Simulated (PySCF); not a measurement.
A GIAO shielding run with PySCF 2.14 (density fitting, non-relativistic, gas phase) on Nitrogen trifluoride, F$_{3}$N:

```
$ OMP_NUM_THREADS=1 python probes_run.py task.json out

{"job": {"kind": "nmr", "xc": "PBE0", "basis": "pcSseg-1"}, "charge": 0, "multiplicity": 1}
F     -0.551377     1.072762    -0.165755
N      0.007593    -0.003079     0.432855
F     -0.644403    -1.033105    -0.151295
F      1.226177    -0.061947    -0.148815
```

Hardware: 1 thread of an Arm Neoverse V1, shared host. The job also computes population analyses, field gradients.

Problem. How large is the calculation?

Solution. 34 electrons, 68 basis functions and 351 auxiliary functions.

Problem. How long does it take, and how much memory does it need?

Solution. 2 s of wall time, with 12 SCF cycles and 5 response iterations; peak memory 0.32 GiB. Times on a shared host scatter by some tens of per cent.

Problem. And these other runs on the same molecule and hardware: GIAO shielding at HF/pcSseg-2; spin–spin coupling at B3LYP/pcJ-1?

Solution. HF/pcSseg-2: 144 functions, 2.1 s; B3LYP/pcJ-1: 108 functions, 3.8 s.
